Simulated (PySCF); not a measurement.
Gas-phase reaction: 4 CH3SiH2 → 2 Si2H5 + C4H10 (isobutane)

Energies from PySCF (xtb for GFN2), thermal terms from the rigid-rotor harmonic-oscillator model, ideal gas at 1 bar. † marks an energy on the PBE0/def2-TZVP geometry and frequencies; other levels use their own. MP2 and CCSD(T) freeze the core. Open shells (unrestricted): CH3SiH2 (multiplicity 2), Si2H5 (multiplicity 2); the rest are closed-shell singlets. GFN2 has no spin-polarisation term. B3LYP is the form with VWN-RPA correlation. CH3SiH2, Si2H5: computed as isolated molecules; such fragments, hydroxides, amides, oligomers or adducts are transient or little studied in the gas. MP2 isn't extrapolated to the basis-set limit; its ΔH°(298 K) is -248.8 kJ in def2-SVP and -232.8 kJ in def2-TZVPP. CCSD(T) isn't extrapolated to the basis-set limit. The harmonic model lacks anharmonicity and excited electronic states, which grow with temperature; levels with a mode under 35 cm⁻¹ are left out. Internal rotation in CH3SiH2, Si2H5, C4H10 (isobutane) is treated as a harmonic vibration of one conformer, which makes the entropy rough.

| level | ΔE electronic, kJ | ΔH°(298 K), kJ | ΔS°(298 K), J/K | ΔG°(1600 K), kJ |
|---|---|---|---|---|
| B3LYP/def2-TZVP† | -227 | -218 | -195 | 88 |
| BLYP/def2-TZVP† | -216 | -207 | -195 | 99 |
| CCSD(T)/def2-SVP† | -273 | -264 | -195 | 41 |
| GFN2-xTB | -428 | -426 | -196 | -124 |
| M06-2X/def2-TZVP† | -230 | -221 | -195 | 84 |
| MP2/def2-TZVPP† | -242 | -233 | -195 | 73 |
| PBE/def2-TZVP† | -239 | -230 | -195 | 76 |
| LDA/def2-TZVP† | -296 | -286 | -195 | 19 |
| ωB97M-V/def2-TZVP† | -257 | -248 | -195 | 57 |
| ωB97X-V/def2-TZVP† | -269 | -260 | -195 | 45 |
ΔH° is lowest at GFN2-xTB and highest at BLYP/def2-TZVP†. No reference value is set beside these.
